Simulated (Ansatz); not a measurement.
We consider rock-salt BaTe, described by r²SCANh (plane waves, PAW; Ansatz, a program for electronic structure).

Numerical settings: plane-wave cutoff 600 eV, 6×6×6 k mesh, scalar-relativistic PAW data made under PBE.

Computed at the level's own relaxed cell.

```xyz
2
Lattice="0.0000 3.5291 3.5291 3.5291 0.0000 3.5291 3.5291 3.5291 0.0000" Properties=species:S:1:pos:R:3 pbc="T T T"
Ba     0.0000     0.0000     0.0000
Te     3.5291     3.5291     3.5291
```

Task: Give the elastic tensor (Voigt notation, GPa, ions relaxed, in the Cartesian axes of the cell as printed).

Result: 
```
   73.5     9.7     9.7     0.0     0.0     0.0
    9.7    73.5     9.7     0.0     0.0     0.0
    9.7     9.7    73.5     0.0     0.0     0.0
    0.0     0.0     0.0    12.3     0.0     0.0
    0.0     0.0     0.0     0.0    12.3     0.0
    0.0     0.0     0.0     0.0     0.0    12.3
```

The computed numbers hold no vibrational or temperature effects.
